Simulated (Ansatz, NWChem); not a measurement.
# SOF2 (thionyl fluoride): methods side by side

SOF2 has 4 atoms, charge 0, and is taken as a singlet. SMILES: `O=S(F)F`. Geometry: relaxed at PBE0-D4/def2-TZVP. The run starts from this shape.

Each level gives the adiabatic ionisation energy (to the doublet cation, no zero-point term) (eV). The values are calculated.

| level | kind | program | value (eV) | CPU time (all runs) |
| --- | --- | --- | --- | --- |
| HF/STO-3G | Hartree–Fock | Ansatz | 4.43 | 6.7 s |
| HF/3-21G | Hartree–Fock | Ansatz | 9.78 | 7.6 s |
| HF/6-31G* (Cartesian functions) | Hartree–Fock | Ansatz | 10.76 | 15 s |
| BP86-D3(BJ)/def2-SVP | GGA | NWChem | 11.98 | 1.8 min |
| PBE/def2-SVP | GGA | Ansatz | 11.83 | 26 s |
| B3LYP/6-31G* (Cartesian functions) | global hybrid | Ansatz | 11.96 | 34 s |
| MP2/6-31G* (Cartesian functions) | perturbation theory | Ansatz | 12.36 | 28 s |

The values span 4.43 to 12.36 eV. Spin contamination of the reference (⟨S²⟩ at least 0.1 too high) touches HF/STO-3G. Without the sets that lack polarisation functions the rows with a basis span only 10.76 to 12.36 eV. Times are those of the runs behind each value, whatever else they computed, on shared processors of several kinds: orders of magnitude only.
